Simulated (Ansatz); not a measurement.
fcc Ir

Level of theory: PBEsol (Ansatz, an electronic-structure program, PAW).

Numerical settings: plane-wave cutoff 500 eV, 22×22×1 k mesh (along the axes of the cell as run), Fermi–Dirac smearing 0.1 eV, scalar-relativistic PAW data made under PBE.

Cell: relaxed at this level.

surface energy of the (311) face: 3.34 J/m²
work function of the (311) face: 5.38 eV

The slab of 11 atoms is relaxed and unreconstructed.

Spin–orbit coupling is not included.

Static lattice: no zero-point or thermal effects.

It cost about 120 core-minutes (a rough figure) of CPU time.
